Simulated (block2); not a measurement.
**DMRG/STO-6G run of S2F2 (Difluorodisulfane)**

What is the vertical ionisation energy of S2F2 (Difluorodisulfane) at DMRG/STO-6G? 

The results are computed with block2 0.5.4.

3 further runs of the same task are left out: 2 that didn't finish, 1 set aside as unsound or not needed.

## (1) Starting point

S2F2 has 4 atoms, charge 0, and is taken as a singlet. SMILES: `FSSF`. The shape is that of a PBE0-D4/def2-TZVP optimisation.

Bond lengths: F1–S2 1.631 Å, S2–S3 1.890 Å, S3–F4 1.631 Å. Angles: F1–S2–S3 108.6°, S2–S3–F4 108.6°.

## (2) A single-point energy at DMRG/STO-6G

make_fcidump.py reads:

```python
from pyscf import ao2mo, cc, dft, gto, mcscf, mp, scf
from pyscf.tools import fcidump

mol = gto.M(atom="""
F     -1.783750    -0.199930    -0.621590
S     -0.467670     0.764150    -0.632370
S      1.044990    -0.276390    -0.184720
F      1.206410    -0.287820     1.438680
""", basis="sto-6g", verbose=4, max_memory=2000)
print("nao                     : %d" % (mol.nao))
mf = scf.RHF(mol)
mf.conv_tol = 1e-10
mf.max_cycle = 200
mf.kernel()
if not mf.converged:
    mf = mf.newton().run(mf.mo_coeff, mf.mo_occ)
print("E(HF)                   : %.10f" % (mf.e_tot))
ref = mf
pt = mp.MP2(ref, frozen=12).run()
mycc = cc.CCSD(ref, frozen=12)
mycc.max_cycle = 150
mycc.kernel()
print(f"E(MP2)                  : {pt.e_tot:.10f}")
if mycc.converged:
    print("E(CCSD)                 : %.10f" % (mycc.e_tot))
    print(f"E(CCSD(T))              : {mycc.e_tot + mycc.ccsd_t():.10f}")
    print(f"T1 diagnostic           : {mycc.get_t1_diagnostic():.4f}")
ks = dft.RKS(mol, xc="camb3lyp").set(conv_tol=1e-9, verbose=3).run()
if ks.converged:
    print(f"E(CAM-B3LYP)            : {ks.e_tot:.8f}")
ks = dft.RKS(mol, xc="m06l").set(conv_tol=1e-9, verbose=3).run()
if ks.converged:
    print(f"E(M06-L)                : {ks.e_tot:.8f}")
ks = dft.RKS(mol, xc="hse06").set(conv_tol=1e-9, verbose=3).run()
if ks.converged:
    print(f"E(HSE06)                : {ks.e_tot:.8f}")
ks = dft.RKS(mol, xc="r2scan").set(conv_tol=1e-9, verbose=3).run()
if ks.converged:
    print(f"E(r2SCAN)               : {ks.e_tot:.8f}")
occ_no, mo = mcscf.addons.make_natural_orbitals(cc.CCSD(mf, frozen=12).run())
mf.mo_coeff = mo
cas = mcscf.CASCI(mf, 16, 26)
h1, ecore = cas.get_h1eff()
fcidump.from_integrals("FCIDUMP", h1, cas.get_h2eff(), 16, 26, nuc=ecore, ms=0)
ci = mcscf.CASCI(mf, 16, (13, 13))
ci.fix_spin_(ss=0)
ci.fcisolver.conv_tol = 1e-10
ci.fcisolver.max_cycle = 200
ci.kernel()
print(f"FCI energy              : {ci.e_tot:.10f}")
```

input.conf reads:

```
sym c1
orbitals FCIDUMP
nelec 26
spin 0
irrep 1
schedule
0 75 1E-09 1E-04
4 100 1E-09 1E-05
8 100 1E-10 0.0
end
maxiter 14
sweep_tol 1E-07
fiedler
mem 1g
num_thrds 1
prefix ./tmp
outputlevel 1
onepdm
```

Launch:

```bash
$ python make_fcidump.py && block2main input.conf
```

What it wrote:

```text
$ python make_fcidump.py

[INPUT] verbose = 4
[INPUT] num. atoms = 4
[INPUT] num. electrons = 50
[INPUT] charge = 0
[INPUT] spin (= nelec alpha-beta = 2S) = 0
[INPUT] symmetry False subgroup None
[INPUT] Mole.unit = angstrom
[INPUT] Symbol           X                Y                Z      unit          X                Y                Z       unit  Magmom
[INPUT]  1 F     -1.783750000000  -0.199930000000  -0.621590000000 AA   -3.370798974693  -0.377812944084  -1.174634861768 Bohr   0.0
[INPUT]  2 S     -0.467670000000   0.764150000000  -0.632370000000 AA   -0.883768216675   1.444034218086  -1.195006109391 Bohr   0.0
[INPUT]  3 S      1.044990000000  -0.276390000000  -0.184720000000 AA    1.974744902909  -0.522301403569  -0.349070209730 Bohr   0.0
[INPUT]  4 F      1.206410000000  -0.287820000000   1.438680000000 AA    2.279784493937  -0.543900973172   2.718711180889 Bohr   0.0

nuclear repulsion = 230.128319222508
number of shells = 16
number of NR pGTOs = 168
number of NR cGTOs = 28
basis = sto-6g
ecp = {}
CPU time:         0.56
nao                     : 28

******** <class 'pyscf.scf.hf.RHF'> ********
method = RHF
initial guess = minao
damping factor = 0
level_shift factor = 0
DIIS = <class 'pyscf.scf.diis.CDIIS'>
diis_start_cycle = 1
diis_space = 8
diis_damp = 0
SCF conv_tol = 1e-10
SCF conv_tol_grad = None
SCF max_cycles = 200
direct_scf = True
direct_scf_tol = 1e-13
chkfile to save SCF result = tmp6_hn_8g2
max_memory 2000 MB (current use 106 MB)
[... 23 lines left out ...]
converged SCF energy = -990.166583635163
[... 23 lines left out ...]
Init t2, MP2 energy = -990.243455567807  E_corr(MP2) -0.0768719326442446
[... 14 lines left out ...]
CCSD converged
[... 15 lines left out ...]
converged SCF energy = -992.039254871192
[... 10 lines left out ...]
converged SCF energy = -992.294225141445
[... 10 lines left out ...]
converged SCF energy = -991.754667080379
[... 10 lines left out ...]
converged SCF energy = -992.073896826384
[... 14 lines left out ...]
Init t2, MP2 energy = -990.243455567807  E_corr(MP2) -0.0768719326442446
[... 14 lines left out ...]
CCSD converged
[... 15 lines left out ...]
sorting_mo_energy = False
[... 15 lines left out ...]
CASCI converged
[... 1 line left out ...]
FCI energy              : -990.2763096341
[... 33 lines left out ...]
integral sym error =            0
[... 36 lines left out ...]
Sweep =    7 | Direction = backward | Bond dimension =  100 | Noise =  1.00e-05 | Dav threshold =  1.00e-09
Time elapsed =     15.199 | E =    -990.2762911321 | DE = -2.59e-09 | DW = 1.43938e-06

Sweep =    8 | Direction =  forward | Bond dimension =  100 | Noise =  0.00e+00 | Dav threshold =  1.00e-10
Time elapsed =     17.458 | E =    -990.2762920788 | DE = -9.47e-07 | DW = 1.28960e-06

Sweep =    9 | Direction = backward | Bond dimension =  100 | Noise =  0.00e+00 | Dav threshold =  1.00e-10
Time elapsed =     19.643 | E =    -990.2762921070 | DE = -2.82e-08 | DW = 1.29071e-06

Final canonical form =  CRRRRRRRRRRRRRRR 0
DMRG Energy = -990.276292107034237
npdm string = ['(C+D)0']

Build NPDM MPO | Nsites =    16 | Nmaxops =  2 | SymbolFree = T | Cutoff = 0.00e+00
 Site =     0 /    16 .. L =        4 R =        1 M =            0 Tmid = 0.000 T = 0.000
 Site =     1 /    16 .. L =        4 R =       31 M =           31 Tmid = 0.000 T = 0.000
 Site =     2 /    16 .. L =        4 R =       29 M =           29 Tmid = 0.000 T = 0.000
 Site =     3 /    16 .. L =        4 R =       27 M =           27 Tmid = 0.000 T = 0.000
 Site =     4 /    16 .. L =        4 R =       25 M =           25 Tmid = 0.000 T = 0.000
 Site =     5 /    16 .. L =        4 R =       23 M =           23 Tmid = 0.000 T = 0.000
 Site =     6 /    16 .. L =        4 R =       21 M =           21 Tmid = 0.000 T = 0.000
 Site =     7 /    16 .. L =        4 R =       19 M =           19 Tmid = 0.000 T = 0.000
 Site =     8 /    16 .. L =        4 R =       17 M =           17 Tmid = 0.000 T = 0.000
 Site =     9 /    16 .. L =        4 R =       15 M =           15 Tmid = 0.000 T = 0.000
 Site =    10 /    16 .. L =        4 R =       13 M =           13 Tmid = 0.000 T = 0.000
 Site =    11 /    16 .. L =        4 R =       11 M =           11 Tmid = 0.000 T = 0.000
 Site =    12 /    16 .. L =        4 R =        9 M =            9 Tmid = 0.000 T = 0.000
 Site =    13 /    16 .. L =        4 R =        7 M =            7 Tmid = 0.000 T = 0.000
 Site =    14 /    16 .. L =        4 R =        5 M =            5 Tmid = 0.000 T = 0.000
 Site =    15 /    16 .. L =        1 R =        4 M =            4 Tmid = 0.000 T = 0.000
Ttotal =      0.000

Expectation | Direction =  forward | BRA bond dimension =  100 | KET bond dimension =  100
Time elapsed =      0.084
NPDM Sorting | Nsites =    16 | Nmaxops =  2 | DotSite = 2 | SymbolFree = T | Compressed = T | LowMem = F | Mem = 2.00 KB
Ttotal =      0.000

DMRG OCC =   1.999 1.999 1.999 1.999 1.998 1.997 1.996 1.994 1.991 1.991 1.971 1.940 1.939 0.072 0.072 0.041
```

Wall time 72 s (1 thread of Arm Neoverse V1, shared host); peak memory 0.23 GiB.

## (3) The doublet cation: a single-point energy at DMRG/STO-6G

make_fcidump.py reads:

```python
from pyscf import ao2mo, cc, dft, gto, mcscf, mp, scf
from pyscf.tools import fcidump

geom = """
F     -3.37079897    -0.37781294    -1.17463486
S     -0.88376822     1.44403422    -1.19500611
S      1.97474490    -0.52230140    -0.34907021
F      2.27978449    -0.54390097     2.71871118
"""
mol = gto.M(
    atom=geom,
    basis="sto-6g",
    unit="bohr",
    charge=1,
    spin=1,
    verbose=3,
)
print("basis functions: %d" % (mol.nao))
mf = scf.ROHF(mol)
mf.conv_tol = 1e-10
mf.max_cycle = 200
mf.kernel()
if not mf.converged:
    mf = mf.newton().run(mf.mo_coeff, mf.mo_occ)
print(f"E(SCF): {mf.e_tot:.10f}")
# single-reference ladder for comparison
ref = scf.UHF(mol).run(mf.make_rdm1(), conv_tol=1e-10)
pt = mp.MP2(ref, frozen=12).run()
mycc = cc.CCSD(ref, frozen=12)
mycc.max_cycle = 150
mycc.kernel()
print("MP2 total energy: %.10f" % (pt.e_tot))
if mycc.converged:
    print(f"E(CCSD): {mycc.e_tot:.10f}")
    print(f"CCSD(T) total energy: {mycc.e_tot + mycc.ccsd_t():.10f}")
# a few density functionals on the same geometry and basis
ks = dft.UKS(mol, xc="camb3lyp").set(conv_tol=1e-9, verbose=3).run(mf.make_rdm1())
if ks.converged:
    print("E(CAM-B3LYP): %.8f" % (ks.e_tot))
ks = dft.UKS(mol, xc="m06l").set(conv_tol=1e-9, verbose=3).run(mf.make_rdm1())
if ks.converged:
    print("E(M06-L): %.8f" % (ks.e_tot))
ks = dft.UKS(mol, xc="hse06").set(conv_tol=1e-9, verbose=3).run(mf.make_rdm1())
if ks.converged:
    print("E(HSE06): %.8f" % (ks.e_tot))
ks = dft.UKS(mol, xc="r2scan").set(conv_tol=1e-9, verbose=3).run(mf.make_rdm1())
if ks.converged:
    print("E(r2SCAN): %.8f" % (ks.e_tot))
# CCSD natural orbitals
occ_no, mo = mcscf.addons.make_natural_orbitals(cc.CCSD(mf.to_uhf(), frozen=12).run())
mf.mo_coeff = mo
# FCIDUMP for the DMRG program
cas = mcscf.CASCI(mf, 16, 25)
h1, ecore = cas.get_h1eff()
fcidump.from_integrals("FCIDUMP", h1, cas.get_h2eff(), 16, 25, nuc=ecore, ms=1)
# FCI check
ci = mcscf.CASCI(mf, 16, (13, 12))
ci.fix_spin_(ss=0.75)
ci.fcisolver.conv_tol = 1e-10
ci.fcisolver.max_cycle = 200
ci.kernel()
print("exact diagonalisation: %.10f" % (ci.e_tot))
```

input.conf reads:

```
sym c1
orbitals FCIDUMP
nelec 25
spin 1
irrep 1
occ 2 2 2 2 2 2 2 2 2 2 2 2 1 0 0 0
cbias 0.2
schedule
0 50 1E-07 1E-03
4 100 1E-07 1E-04
8 200 1E-07 1E-04
11 400 1E-07 1E-05
14 400 1E-08 0.0
end
maxiter 20
sweep_tol 1E-06
fiedler
mem 1g
num_thrds 1
prefix ./tmp
outputlevel 1
onepdm
```

Launch:

```bash
$ python make_fcidump.py && block2main input.conf
```

What it wrote:

```text
$ python make_fcidump.py
basis functions: 28
converged SCF energy = -989.88670942289
E(SCF): -989.8867094229
converged SCF energy = -989.892037613133  <S^2> = 0.7951099  2S+1 = 2.0446123
E(UMP2) = -989.997210355523  E_corr = -0.105172742389419
E(SCS-UMP2) = -990.003570976642  E_corr = -0.111533363508926
E(UCCSD) = -990.0397351539466  E_corr = -0.1476975408131752
MP2 total energy: -989.9972103555
E(CCSD): -990.0397351539
UCCSD(T) correction = -0.00617395946914423
CCSD(T) total energy: -990.0459091134
converged SCF energy = -991.774195462234  <S^2> = 0.76646397  2S+1 = 2.0163968
E(CAM-B3LYP): -991.77419546

WARN: HOMO -0.404359960429319 >= LUMO -0.404329629895496

converged SCF energy = -992.047274969005  <S^2> = 0.75234241  2S+1 = 2.002341
E(M06-L): -992.04727497
converged SCF energy = -991.495896054527  <S^2> = 0.76253379  2S+1 = 2.0124948
E(HSE06): -991.49589605
converged SCF energy = -991.829398134016  <S^2> = 0.7550364  2S+1 = 2.0050301
E(r2SCAN): -991.82939813
E(UCCSD) = -990.0395357239588  E_corr = -0.1528263010691104
CASCI E = -990.050003442145  E(CI) = -126.354735131923  S^2 = 0.7500000
exact diagonalisation: -990.0500034421

$ block2main input.conf

********************************** INPUT START **********************************
sym                                                             c1
orbitals                                                   FCIDUMP
nelec                                                           25
spin                                                             1
irrep                                                            1
occ                                2 2 2 2 2 2 2 2 2 2 2 2 1 0 0 0
cbias                                                          0.2
maxiter                                                         20
sweep_tol                                                    1E-06
fiedler
[... 23 lines left out ...]
integral sym error =            0
[... 51 lines left out ...]
Sweep =   12 | Direction =  forward | Bond dimension =  400 | Noise =  1.00e-05 | Dav threshold =  1.00e-07
Time elapsed =    205.719 | E =    -990.0500015503 | DE = -7.09e-06 | DW = 9.13660e-07

Sweep =   13 | Direction = backward | Bond dimension =  400 | Noise =  1.00e-05 | Dav threshold =  1.00e-07
Time elapsed =    271.899 | E =    -990.0500022244 | DE = -6.74e-07 | DW = 1.26455e-06

Sweep =   14 | Direction =  forward | Bond dimension =  400 | Noise =  0.00e+00 | Dav threshold =  1.00e-08
Time elapsed =    352.105 | E =    -990.0500022876 | DE = -6.32e-08 | DW = 7.35533e-07

Final canonical form =  LLLLLLLLLLLLLLLC 14
DMRG Energy = -990.050002287604002
npdm string = ['(C+D)0']

Build NPDM MPO | Nsites =    16 | Nmaxops =  2 | SymbolFree = T | Cutoff = 0.00e+00
 Site =     0 /    16 .. L =        4 R =        1 M =            0 Tmid = 0.000 T = 0.000
 Site =     1 /    16 .. L =        4 R =       31 M =           31 Tmid = 0.000 T = 0.000
 Site =     2 /    16 .. L =        4 R =       29 M =           29 Tmid = 0.000 T = 0.000
 Site =     3 /    16 .. L =        4 R =       27 M =           27 Tmid = 0.000 T = 0.000
 Site =     4 /    16 .. L =        4 R =       25 M =           25 Tmid = 0.000 T = 0.000
 Site =     5 /    16 .. L =        4 R =       23 M =           23 Tmid = 0.000 T = 0.000
 Site =     6 /    16 .. L =        4 R =       21 M =           21 Tmid = 0.000 T = 0.000
 Site =     7 /    16 .. L =        4 R =       19 M =           19 Tmid = 0.000 T = 0.000
 Site =     8 /    16 .. L =        4 R =       17 M =           17 Tmid = 0.000 T = 0.000
 Site =     9 /    16 .. L =        4 R =       15 M =           15 Tmid = 0.000 T = 0.000
 Site =    10 /    16 .. L =        4 R =       13 M =           13 Tmid = 0.000 T = 0.000
 Site =    11 /    16 .. L =        4 R =       11 M =           11 Tmid = 0.000 T = 0.000
 Site =    12 /    16 .. L =        4 R =        9 M =            9 Tmid = 0.000 T = 0.000
 Site =    13 /    16 .. L =        4 R =        7 M =            7 Tmid = 0.000 T = 0.000
 Site =    14 /    16 .. L =        4 R =        5 M =            5 Tmid = 0.000 T = 0.000
 Site =    15 /    16 .. L =        1 R =        4 M =            4 Tmid = 0.000 T = 0.000
Ttotal =      0.000

Expectation | Direction = backward | BRA bond dimension =  400 | KET bond dimension =  400
Time elapsed =      1.753
NPDM Sorting | Nsites =    16 | Nmaxops =  2 | DotSite = 2 | SymbolFree = T | Compressed = T | LowMem = F | Mem = 2.00 KB
Ttotal =      0.000

DMRG OCC =   1.999 1.999 1.997 1.995 1.995 1.990 1.979 1.976 1.957 1.946 1.934 1.915 1.068 0.097 0.095 0.059
```

Run time: 9 min. Hardware: 1 thread of Arm Neoverse V1, shared host; peak memory 0.73 GiB.

## (4) Outcome

Level: DMRG/STO-6G, 12 core orbitals frozen.

| quantity | value |
| --- | --- |
| run 1, DMRG/STO-6G: total energy | -990.27629 Eh |
| run 1, DMRG/STO-6G: T1 diagnostic of the CCSD step | 0.011 |
| doublet cation: total energy | -990.05000 Eh |
| vertical ionisation energy (to the doublet cation) | 6.158 eV |

In words: Removing an electron at fixed nuclei costs 6.16 eV (594 kJ/mol). In a minimal basis such a difference can be off by several eV, whatever the method.
